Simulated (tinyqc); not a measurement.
Inside a calculation. Method: CIS and TDHF on RHF in the sto-6g basis, frozen core, for H2O, spin multiplicity 1. One step of it, computed by the program tinyqc.

Problem. TDHF (RPA) singlet states. B(ia,jb) = 2 (ia|jb) - (ib|ja); the squared energies are the eigenvalues of (A - B)(A + B); 1 hartree = 27.211386 eV.

CIS matrix A, singlet (hartree), lower triangle:
```
          2>6        2>7       3>6       3>7       4>6       4>7       5>6       5>7
2>6  1.474771
2>7  0.000000   1.489114
3>6  0.000000  -0.023022  0.764350
3>7  0.057424   0.000000  0.000000  1.008352
4>6  0.062409   0.000000  0.000000  0.120147  0.678937
4>7  0.000000  -0.020220  0.038908  0.000000  0.000000  0.725831
5>6  0.000000   0.000000  0.000000  0.000000  0.000000  0.000000  0.488003
5>7  0.000000   0.000000  0.000000  0.000000  0.000000  0.000000  0.000000  0.536041
```

Two-electron integrals over orbitals (pq|rs), unique and non-zero (hartree); the lowest 1 orbital is frozen and left out:
```
(22|22) 0.733874    (32|32) 0.142907    (33|22) 0.650873    (33|33) 0.637554
(42|22) 0.003522    (42|33) 0.005342    (42|42) 0.123482    (43|32) 0.017945
(43|43) 0.049142    (44|22) 0.671683    (44|33) 0.600419    (44|42) -0.102763
(44|44) 0.770618    (52|52) 0.144535    (53|53) 0.029239    (54|52) -0.049012
(54|54) 0.056515    (55|22) 0.749373    (55|33) 0.633540    (55|42) -0.072996
(55|44) 0.723301    (55|55) 0.880663    (62|22) 0.146793    (62|33) 0.081333
(62|42) 0.019445    (62|44) 0.083184    (62|55) 0.159052    (62|62) 0.104504
(63|32) -0.033206   (63|43) -0.027530   (63|63) 0.065331    (64|22) 0.095735
(64|33) 0.045157    (64|42) -0.042066   (64|44) 0.125834    (64|55) 0.120906
(64|62) 0.058992    (64|64) 0.075333    (65|52) 0.057251    (65|54) -0.001102
(65|65) 0.038245    (66|22) 0.625811    (66|33) 0.577544    (66|42) 0.055575
(66|44) 0.557836    (66|55) 0.598424    (66|62) 0.103924    (66|64) 0.045016
(66|66) 0.609269    (72|32) 0.039162    (72|43) -0.036591   (72|63) 0.035756
(72|72) 0.061328    (73|22) 0.134604    (73|33) 0.090360    (73|42) -0.081820
(73|44) 0.153546    (73|55) 0.188106    (73|62) 0.075979    (73|64) 0.084127
(73|66) 0.038759    (73|73) 0.155503    (74|32) -0.079618   (74|43) 0.000732
(74|63) 0.043507    (74|72) -0.015188   (74|74) 0.071993    (75|53) 0.023531
(75|75) 0.023620    (76|32) 0.094533    (76|43) 0.048106    (76|63) -0.058397
(76|72) -0.012384   (76|74) -0.059598   (76|76) 0.112170    (77|22) 0.622493
(77|33) 0.611263    (77|42) -0.010157   (77|44) 0.601640    (77|55) 0.618513
(77|62) 0.068146    (77|64) 0.038380    (77|66) 0.572066    (77|73) 0.083454
(77|77) 0.615773
```

Give: TDHF matrix B, singlet; squared energies w^2; TDHF energies from the positive w^2.

Solution.

TDHF matrix B, singlet (hartree), lower triangle:
```
        2>6      2>7     3>6     3>7     4>6     4>7     5>6     5>7
2>6  0.1045
2>7  0.0000   0.0613
3>6  0.0000  -0.0045  0.0653
3>7  0.1162   0.0000  0.0000  0.1555
4>6  0.0590   0.0000  0.0000  0.1247  0.0753
4>7  0.0000  -0.0152  0.0029  0.0000  0.0000  0.0720
5>6  0.0000   0.0000  0.0000  0.0000  0.0000  0.0000  0.0382
5>7  0.0000   0.0000  0.0000  0.0000  0.0000  0.0000  0.0000  0.0236
```

squared energies w^2 (hartree^2): 0.2367  0.2868  0.4020  0.4877  0.6149  1.0168  2.1712  2.2172

TDHF energies from the positive w^2 (eV): 13.2384  14.5723  17.2537  19.0025  21.3371  27.4395  40.0959  40.5183
